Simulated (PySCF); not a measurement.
How good is the calculation?

Atoms are numbered as in `[CH3:1][CH2:2][CH2:3][C:4]([NH2:5])=[O:6]` (H(Xn): hydrogen on atom n). Ha(N5) is cis to the C=O or C=S heteroatom; Hb(N5) is trans to the C=O or C=S heteroatom.

The experiment to reproduce: δ ¹H H(C3) 2.19; H(C2) 1.68; H(C1) 0.99 ppm (measured; solution, not stated per compound (mostly CDCl3 or CCl4); Pretsch, Buehlmann, Badertscher, Structure Determination of Organic Compounds, 4th ed. (2009)).

Non-relativistic Hamiltonian, equivalent nuclei averaged, in vacuum, one conformer. WB97X-D/pcSseg-2 with gauge-including orbitals; geometry: PBE0-D3(BJ)/def2-SVP; PySCF 2.14.0 with density-fitted response routines.

**Question.** Set the calculated values beside the experiment.

**Answer.** 
Reference values: measured (solution, not stated per compound (mostly CDCl3 or CCl4); Pretsch, Buehlmann, Badertscher, Structure Determination of Organic Compounds, 4th ed. (2009)).
```json
{"atoms": "H(C3)", "quantity": "δ ¹H", "reference": "2.19", "computed": "1.97", "computed, scaled": "2.08"}
{"atoms": "H(C2)", "quantity": "δ ¹H", "reference": "1.68", "computed": "1.63", "computed, scaled": "1.76"}
{"atoms": "H(C1)", "quantity": "δ ¹H", "reference": "0.99", "computed": "0.89", "computed, scaled": "1.07"}
```

Computed shifts are σ(ref) − σ with the named reference compound (TMS for H and C) calculated as an isolated molecule at the same level. The measured values may be among those fitted. Expected solution values come from regression of measured δ (H and C: mostly CDCl3, vs TMS) on computed σ: ¹H: δ = 29.75 − 0.941σ (rms 0.14 ppm, 51 shifts). Occasional misses reach two or three times the rms, and more in compound classes unlike the fitted ones. Hydrogens on heteroatoms aren't scaled, only referred to computed TMS.

**Question.** How far are the unscaled ¹H shifts from the references?

**Answer.** Mean signed difference -0.12 ppm, mean absolute 0.12 ppm over 3 comparisons; the largest is -0.22 ppm at H(C3) (hydrogen on an sp3 CH2 α to a carbonyl).
